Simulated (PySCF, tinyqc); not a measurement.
Worked calculation: MP2 on RHF in the sto-3g basis, frozen core, for HF, spin multiplicity 1. The lowest restricted solution is unstable here: a spin-polarised one lies 0.0065 hartree lower (PySCF). One step of it, computed by the program tinyqc.

Question. Orthogonalisation. S = U s U^T; symmetric (Loewdin) form X = U s^(-1/2) U^T, so that X^T S X = 1.

overlap S, lower triangle:
```
           1F 1s     1F 2s    1F 2px    1F 2py    1F 2pz     2H 1s
1F 1s   1.000000
1F 2s   0.237990  1.000000
1F 2px  0.000000  0.000000  1.000000
1F 2py  0.000000  0.000000  0.000000  1.000000
1F 2pz  0.000000  0.000000  0.000000  0.000000  1.000000
2H 1s   0.020710  0.244199  0.000000  0.000000  0.217133  1.000000
```

Give: eigenvalues of S; X.

Answer.

eigenvalues of S: 0.6285  0.8545  1.0000  1.0000  1.1265  1.3905

X, lower triangle:
```
          1F 1s    1F 2s  1F 2px  1F 2py   1F 2pz   2H 1s
1F 1s    1.0226
1F 2s   -0.1264   1.0477
1F 2px   0.0000   0.0000  1.0000
1F 2py   0.0000   0.0000  0.0000  1.0000
1F 2pz  -0.0026   0.0222  0.0000  0.0000   1.0192
2H 1s    0.0132  -0.1340  0.0000  0.0000  -0.1166  1.0439
```
